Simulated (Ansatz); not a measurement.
## Al–AlH–Cl, triplet: vertical spin and charge gaps

Geometry (PBE0/def2-TZVP stationary point for this spin, not checked as a minimum):

| atom | x (Å) | y (Å) | z (Å) |
| --- | --- | --- | --- |
| Al | 0.0000 | -0.3948 | 2.2333 |
| Al | 0.0000 | 0.8333 | 0.0097 |
| Cl | 0.0000 | -0.4023 | -1.7036 |
| H | 0.0000 | 2.4107 | -0.1201 |

Basis cc-pVDZ; Ansatz 0.2.0. Correlated methods freeze the noble-gas cores. Prefix R: restricted or restricted open-shell reference; prefix U: unrestricted.

Gaps are energies of the second state less the first, at fixed atoms, for a selection of the levels run; each method lands on the state that its own search finds for that charge and spin.

Unrestricted rows (U, and Kohn–Sham where it breaks symmetry) aren't spin-pure: their determinants' ⟨S²⟩ exceeds S(S+1) by up to 0.67, so they mix in states of higher spin. HF rows are the lowest solutions found. Coupled cluster chose its determinant by trial CCSD, here up to 0.15 eV above the lowest Hartree–Fock solution of its kind, and MP2 stands on that determinant too. For open shells CISD is restricted-active-space CI with the open shells as a complete middle space. A value is left out where its run failed or describes another state than the reference as far as symmetry and spin tell, or, spin-broken singlets apart, can't be checked.

Removing an electron, to the doublet: 6.618 eV at UCCSDT(Q).

```
    level  gap (eV)  error (meV)
      RHF     6.274         -344
      UHF     6.241         -377
     RMP2     6.552          -66
     UMP2     6.551          -67
     CISD     6.522          -96
    RCCSD     6.585          -33
    UCCSD     6.584          -34
 RCCSD(T)     6.606          -12
 UCCSD(T)     6.607          -11
  BCCD(T)     6.608          -10
   RCCSDT     6.616           -2
   UCCSDT     6.616           -2
RCCSDT(Q)     6.619            1
      PBE     6.782          164
   r2SCAN     6.933          315
     PBE0     6.825          207
    B3LYP     6.684           66
  r2SCANh     6.929          311
  wB97M-V     6.495         -123
   B2PLYP     6.571          -47
  RPA-PBE     6.729          111
```

Task: PBE gives -0.287 eV for singlet less triplet. Estimate what UCCSDT(Q) gives in cc-pVDZ.

Result: UCCSDT(Q) in cc-pVDZ gives -0.437 eV, so against it PBE is off by 0.150 eV, of which a good part can be the reference's own basis and frozen-core error.

| level | gap (eV) | error (meV) | ⟨S²⟩ where 0.1 over S(S+1) (first / second) |
| --- | --- | --- | --- |
| RCCSD(T) | -0.448 | -11 | – / – |
| BCCD(T) | -0.446 | -9 | – / – |
| UCCSDT | -0.436 | 1 | – / 0.48 |
| r2SCAN | -0.205 | 232 | – / 0.67 |
| B3LYP | -0.456 | -19 | – / 0.22 |
| r2SCANh | -0.224 | 213 | – / 0.66 |
| wB97M-V | -0.639 | -202 | – / – |
| B2PLYP | -0.418 | 19 | – / 0.44 |
| RPA-PBE | -0.420 | 17 | – / 0.43 |

Quintet less triplet: 3.562 eV at UCCSDT(Q).

```tsv
level	gap (eV)	error (meV)
UHF	2.752	-810
RMP2	3.344	-218
UMP2	3.348	-214
UCCSD	3.525	-37
UCCSD(T)	3.556	-6
RCCSDT	3.561	-1
UCCSDT	3.561	-1
PBE0	3.644	82
B3LYP	3.958	396
wB97M-V	4.168	606
```

In so small a basis the reference is far from its limit while semilocal and hybrid functionals are nearer theirs (RPA and double hybrids share much of the reference's basis error), so the functionals' errors here hold much of the reference's basis and frozen-core error, which can add to them or hide them.

Full CI isn't at hand for all of this; UCCSDT(Q) serves as the reference, and is uncertain by about the last step of the cluster series. The frozen core follows each run's orbitals, which can shift R against U totals by a few meV.
